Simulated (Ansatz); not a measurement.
A structure drawn as `F[CH2][AlH2]`, with this starting geometry:

Cartesian coordinates in Å:
```
F -1.2881 -1.2297 0.3887
C -0.6644 -0.4415 -0.4662
Al 0.7852 0.4938 0.4768
H -1.3746 0.3645 -0.8319
H -0.2564 -1.0229 -1.3017
H 1.9993 -0.3060 1.1653
H 0.7990 2.1417 0.5689
```

Charge 0, multiplicity 1.

Relax it with Ansatz at PBE-D4/def2-SVP and then PBE0-D4/def2-TZVP. Is the drawn bonding still there?

Yes, every drawn bond is still there and no new one forms.

Give the relaxed structure. (Best estimate.)

Computed: 
Z-matrix (Å, degrees):
```
C
Al 1 1.981
F 1 1.398 2 112.4
H 1 1.099 2 111.6 3 121.1
H 1 1.099 2 111.6 3 -121.1
H 2 1.589 1 117.1 3 -179.9
H 2 1.583 1 121.0 3 0.1
```
All modes are real.

Atoms count as bonded under 1.1 times the sum of their covalent radii (H–H under 0.85 Å, pairs among N, O and F under 1.55 Å), and a drawn bond as lost past 1.3 times.
